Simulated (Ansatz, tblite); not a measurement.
Removing and adding an electron: Al(CO)H3 (CH3AlO). The state is a singlet with charge 0. Geometry: PBE0-D4/def2-TZVP. Ansatz, gas phase; energy differences of separate SCF runs; the oxidised species was run as a doublet alone; the reduced species was run as a doublet alone.

```xyz
6

Al    0.455    0.503    0.482
C    -0.722   -0.794   -0.764
O    -1.333   -1.472   -1.411
H    -0.071   -0.109    1.856
H    -0.187    1.855   -0.065
H     1.858    0.017   -0.098
```

The xTB rows come from tblite. Correlated methods freeze 7 core orbitals. HOMO above LUMO, or a gap near zero within one spin, warns that the state may not be the lowest or that an electron is smeared out.

```
               level  −HOMO (eV)  vertical IE (eV)  −LUMO (eV)  vertical EA (eV)  HOMO–LUMO gap (eV)  IE − EA (eV)                                                                   remarks
            GFN1-xTB       12.24             15.50        9.14              4.84                3.10         10.66                                                                         –
            GFN2-xTB       10.98             14.18        9.48              5.19                1.49          8.99                                                                         –
       HF/def2-TZVPD           –                 –           –             -0.70                   –             –                                                                         –
       HF/def2-TZVPP           –             10.21           –                 –                   –             –                                                                         –
   PBE-D4/def2-TZVPD        7.12                 –        3.26             -0.06                3.87             –  HOMO above zero (-1 doublet), gap within one spin near zero (-1 doublet)
 r2SCAN-D4/def2-TZVP        7.41             10.53        3.09                 –                4.33             –                                gap within one spin near zero (+1 doublet)
r2SCAN-D4/def2-TZVPD        7.41                 –        3.09             -0.07                4.32             –                                              HOMO above zero (-1 doublet)
   PBE0-D4/def2-TZVP        8.32             10.66        2.18                 –                6.13             –                                                                         –
  PBE0-D4/def2-TZVPD        8.32                 –        2.20             -0.05                6.11             –                                              HOMO above zero (-1 doublet)
      MP2/def2-TZVPD           –                 –           –             -0.57                   –             –                                                                         –
      MP2/def2-TZVPP           –             10.82           –                 –                   –             –                                                                         –
     CCSD/def2-TZVPD           –                 –           –             -0.41                   –             –                                                                         –
     CCSD/def2-TZVPP           –             10.89           –                 –                   –             –                                                                         –
  CCSD(T)/def2-TZVPD           –                 –           –             -0.42                   –             –                                                                         –
  CCSD(T)/def2-TZVPP           –             10.87           –                 –                   –             –                                                                         –
```

Run but left out: PBE-D4/def2-TZVP (charge +1 doublet: an occupied level 0.24 eV above an empty one).   A HOMO above zero means that the electron is unbound at that level or that self-interaction error raises the level; the energy of removing that electron tells which. Raw xTB energy differences between charge states are shifted by several eV; the methods need an empirical correction for them. A negative affinity means that the extra electron isn't bound; its size then hangs on the basis.
